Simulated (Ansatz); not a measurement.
in.yaml

```yaml
crystal:
  periodic: [false, false, false]
  atoms:
    - {symbol: O, position_ang: [0.000000, 0.000000, 0.000000]}
    - {symbol: H, position_ang: [0.000000, 0.000000, 1.006000]}
basis:
  gaussian: {orbitals: x2c-TZVPPall}
magnetization: {spin_polarized: true, initial_magnetization: 3}
correlation: {method: ccsd, electrons: valence, diis_vectors: 1}
output: {forces: true}
```

```sh
$ ansatz run in.yaml --threads 1 --pin off --events-out ev --progress --plain --max-ram 2393MiB
```

Output:

```
282 factors; integrals over basis functions are off by at most 6.4e-4 eV
mean field evaluation 1: about -2046.3630 eV, gradient 1.4e1 eV
mean field evaluation 2: about -2046.3930 eV, gradient 1.4e1 eV
mean field evaluation 4: about -2047.5406 eV, gradient 1.6e0 eV
mean field evaluation 8: about -2047.5691 eV, gradient 2.5e-4 eV
mean field evaluation 16: about -2047.5172 eV, gradient 1.6e0 eV
mean field evaluation 32: about -2044.3389 eV, gradient 3.1e-4 eV
mean field -2047.56908442 eV, -75.2467759603 hartree, gradient 2.7e-6 eV, S^2 3.758911; 1 other end points of the search recorded, 0 dependent functions left out
determinant -2047.56908442 eV, -75.2467759603 hartree, with singles and doubles -2052.17042984 eV, -75.4158722854 hartree
determinant -2044.33888244 eV, -75.1280682271 hartree, with singles and doubles -2048.95868765 eV, -75.2978429372 hartree
1 core orbitals not correlated: weight in the atoms' cores, before any rotation towards them, 1.000 or more for the frozen orbitals, at most 0.000 for the correlated occupied ones
reference -2047.56908442 eV, -75.2467759603 hartree; 5, 2 occupied and 39, 42 virtual orbitals, 282 factors
second order -4.10190402 eV of doubles, -0.00000000 eV of singles
cycle   1  -4.58574661 eV  change   -5.9e-1 eV  update   1.6e-2
cycle   2  -4.60259183 eV  change   -1.7e-2 eV  update   5.0e-3
cycle   3  -4.60571212 eV  change   -3.1e-3 eV  update   1.6e-3
cycle   4  -4.60614945 eV  change   -4.4e-4 eV  update   4.8e-4
cycle   5  -4.60606134 eV  change    8.8e-5 eV  update   1.5e-4
cycle   6  -4.60600997 eV  change    5.1e-5 eV  update   5.2e-5
cycle   7  -4.60598012 eV  change    3.0e-5 eV  update   2.1e-5
cycle   8  -4.60597219 eV  change    7.9e-6 eV  update   8.6e-6
cycle   9  -4.60596899 eV  change    3.2e-6 eV  update   4.0e-6
cycle  10  -4.60596876 eV  change    2.3e-7 eV  update   1.8e-6
cycle  11  -4.60596873 eV  change    3.4e-8 eV  update   8.0e-7
the calculation of the forces begins
Total energy: -2052.17505315 eV, -75.4160421891 hartree
Relativity: scalar
Atom 0 at     0.000000     0.000000     0.000000 Å, force     0.000000     0.000000    -8.033326 eV/Å
Atom 1 at     0.000000     0.000000     1.006000 Å, force    -0.000000     0.000000     8.033326 eV/Å
Dipole moment:     0.000000     0.000000    -0.604955 e Å
```

Forces (eV/Å):
```
O    0.000  0.000 -8.033
H    0.000  0.000  8.033
```

Ran on 1 thread of Intel Xeon, shared host: 2 s wall, 0.17 GiB peak host memory.
